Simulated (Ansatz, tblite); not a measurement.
# GeCl2: a ladder of methods and basis sets

Aim: run the singlet of GeCl2 at one geometry on many levels, and compare frontier levels, spin and run time.

Computed with Ansatz 0.2.0, Gaussian basis. Level: as each input shows.

Levels to be run: GFN1-xTB, GFN2-xTB, PBE-D4/def2-TZVP, r2SCAN-D4/def2-TZVP, B2PLYP/def2-TZVP, ωB97X-V/def2-TZVP, LC-ωPBE/def2-TZVP, r2SCANh-D4/def2-TZVP, HF/def2-TZVP, CAM-B3LYP-D4/def2-TZVP, PBE-QIDH/def2-TZVP, PBE+5HF/def2-TZVP, PBE+10HF/def2-TZVP, PBE+15HF/def2-TZVP, PBE+35HF/def2-TZVP, PBE+50HF/def2-TZVP, PBE-D4/def2-SVP, PBE0-D4/def2-SVP, HF/STO-3G, HF/6-31G, B3LYP-D4/6-31G, CCSD(T)/def2-TZVPP, MP2/def2-TZVP, RPA/def2-TZVP.

## Step 1: The structure

The geometry is that of the singlet, from an earlier relaxation (PBE-D4/def2-TZVP).

3 atoms, charge 0, spin multiplicity 1.

Bond lengths: Ge1–Cl2 2.205 Å, Ge1–Cl3 2.205 Å. Angles: Cl2–Ge1–Cl3 100.5°.

PBE0-D4/def2-TZVP was run before; its log isn't repeated, and its numbers join the tables.

## Step 2: GFN1-xTB

Tight binding, by tblite at 300 K electronic temperature and without a spin-polarisation term:

```python
tblite.interface.Calculator('GFN1-xTB', numbers, positions, charge=0, uhf=0).singlepoint()
```

Energy -278.8760 eV, HOMO -10.78 eV, LUMO -8.13 eV; 0.002 s.

## Step 3: GFN2-xTB

Tight binding, by tblite at 300 K electronic temperature and without a spin-polarisation term:

```python
tblite.interface.Calculator('GFN2-xTB', numbers, positions, charge=0, uhf=0).singlepoint()
```

Energy -303.8780 eV, HOMO -11.47 eV, LUMO -7.80 eV; 0.002 s.

## Step 4: PBE-D4/def2-TZVP

start.molden holds the orbitals of an earlier run on this state, given as this run's starting guess.

The input, in.yaml:

```yaml
crystal:
  periodic: [false, false, false]
  atoms:
    - {symbol: Ge, position_ang: [0.005065, -0.007177, -0.939673]}
    - {symbol: Cl, position_ang: [1.693516, -0.019408, 0.479174]}
    - {symbol: Cl, position_ang: [-1.698580, 0.026584, 0.460499]}
basis:
  gaussian: {orbitals: def2-TZVP, initial_orbitals: start.molden}
hamiltonian: {xc: pbe, dispersion: d4}
scf: {omitted_lower_state_checks: [starts]}
output: {orbitals: {seedname: orbitals}}
```

On the command line:

```bash
$ ansatz run in.yaml --threads 2 --pin off --events-out ev --progress --plain --max-ram 31744MiB --backend cpu
```

The runs that follow: r2SCAN-D4/def2-TZVP; B2PLYP/def2-TZVP; ωB97X-V/def2-TZVP; LC-ωPBE/def2-TZVP; r2SCANh-D4/def2-TZVP; HF/def2-TZVP; CAM-B3LYP-D4/def2-TZVP; PBE-QIDH/def2-TZVP; PBE+5HF/def2-TZVP; PBE+10HF/def2-TZVP; PBE+15HF/def2-TZVP; PBE+35HF/def2-TZVP; PBE+50HF/def2-TZVP; PBE-D4/def2-SVP; PBE0-D4/def2-SVP; HF/STO-3G; HF/6-31G; B3LYP-D4/6-31G; CCSD(T)/def2-TZVPP; MP2/def2-TZVP; RPA/def2-TZVP.

Q: Predict the results of all the runs planned. Wanted: gap in def2-TZVP, named functionals and Hartree-Fock, smallest and largest; gap over the share of exact exchange; correlation energy, CCSD(T)/def2-TZVPP; correlation energy, MP2/def2-TZVP; binding an atom, CCSD(T)/def2-TZVPP; PBE0 total energy, smallest basis above largest.

The runs gave:

```
                                                                  quantity                            value
gap in def2-TZVP, named functionals and Hartree-Fock, smallest and largest  3.18 eV (PBE-D4), 10.47 eV (HF)
                                      gap over the share of exact exchange     3.18 eV at 0, 6.87 eV at 0.5
                                    correlation energy, CCSD(T)/def2-TZVPP                        -17.87 eV
                                         correlation energy, MP2/def2-TZVP                        -16.11 eV
                                       binding an atom, CCSD(T)/def2-TZVPP                         2.657 eV
                           PBE0 total energy, smallest basis above largest   15.81 eV (def2-SVP, def2-TZVP)
```

In words: Orbital gaps of the named functionals and Hartree-Fock in def2-TZVP span 3.18 eV (PBE-D4) to 10.47 eV (HF); exact exchange widens it. Raising the share of exact exchange from 0 to 0.5 moves the HOMO by -2.24 eV and the LUMO by +1.44 eV. A small miss in a minimal or small basis is a cancelling of errors, not accuracy. The functionals in def2-TZVP miss CCSD(T)/def2-TZVPP by -0.008 (LC-ωPBE) to +0.259 eV (PBE-D4) an atom. CCSD(T)/def2-TZVPP isn't at the basis-set limit; small misses against it rank nothing.
